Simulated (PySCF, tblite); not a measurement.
Breaking a bond: SMILES C#N. The C1–N3 bond (C1 also carries H; N3 carries nothing else) is stretched with both fragments frozen at the PBE0/def2-TZVP optimised geometry.

- GFN2-xTB, 300 K electronic temperature (tblite)
- UCCSD(T) = PySCF 2.14.0 with CCSD(T) on UHF/6-31G, 2 core orbitals frozen

Energies relative to the lowest point of each curve near equilibrium, in kJ/mol; the last columns give the difference from UCCSD(T):

| R / Å | GFN2-xTB | UCCSD(T) | GFN2-xTB − UCCSD(T) |
|---|---|---|---|
| 0.91 | 584.4 | 756.1 | -171.7 |
| 0.97 | 271.2 | 398.6 | -127.4 |
| 1.04 | 76.6 | 153.7 | -77.1 |
| 1.08 | 23.5 | 73.6 | -50.0 |
| 1.12 | 1.1 | 25.7 | -24.6 |
| 1.15 | 0.0 | 6.7 | -6.7 |
| 1.18 | 9.7 | 0.0 | 9.7 |
| 1.20 | 21.1 | 1.7 | 19.4 |
| 1.26 | 73.4 | 27.2 | 46.2 |
| 1.34 | 171.1 | 94.0 | 77.0 |
| 1.44 | 313.9 | 204.9 | 109.1 |
| 1.55 | 475.5 | 335.7 | 139.8 |
| 1.74 | 729.2 | 533.2 | 196.0 |
| 1.90 | 904.1 | 650.3 | 253.8 |
| 2.04 | 1028.2 | 720.1 | 308.1 |
| 2.28 | 1188.1 | 788.7 | 399.4 |
| 2.50 | 1285.1 | 815.4 | 469.7 |
| 2.84 | — | 828.6 | — |
| 3.11 | — | 831.5 | — |
| 3.47 | — | 833.0 | — |
| 4.02 | — | 834.0 | — |

GFN2-xTB is furthest from UCCSD(T) at 2.50 (469.7 kJ/mol, above); its mean absolute difference over the points is 146.2 kJ/mol.

Dashes: no converged value, or the column stops at the first point that the program doubted or that broke a chosen test of continuity, which isn't proof of a fault.

The unrestricted solution behind UCCSD(T) changes between 1.55 and 1.74 Å, which can leave a kink. The unrestricted determinant behind UCCSD(T) is spin-contaminated at 1.18 to 4.02 Å (<S²> up to 3.0, against 0.00 for a pure singlet).
